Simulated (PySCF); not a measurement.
fluorine (F₂), SMILES FF.

Geometry: r2SCAN-D4/def2-TZVPD.

Two levels are set side by side: TDDFT-PBE/def2-TZVPD (PySCF) and TDDFT-M06-2X/def2-TZVPD (PySCF). Vertical, same geometry. The lowest singlet is HOMO→LUMO 101 % with PBE and HOMO−1→LUMO 98 % with the other functional; states are paired by order. Differences are taken from unrounded values.

```tsv
quantity	TDDFT-M06-2X	TDDFT-PBE	TDDFT-PBE minus TDDFT-M06-2X
lowest singlet excitation (eV)	4.29	4.42	0.13
lowest triplet excitation (TDA) (eV)	3.23	2.98	-0.26
first bright state (f over 0.05) (eV)	12.98	11.60	-1.38
its oscillator strength	0.35	0.11	-0.24
```

Rough cost on one machine, each run with all the roots and properties that it gave: TDDFT-M06-2X against TDDFT-PBE about 10 times.
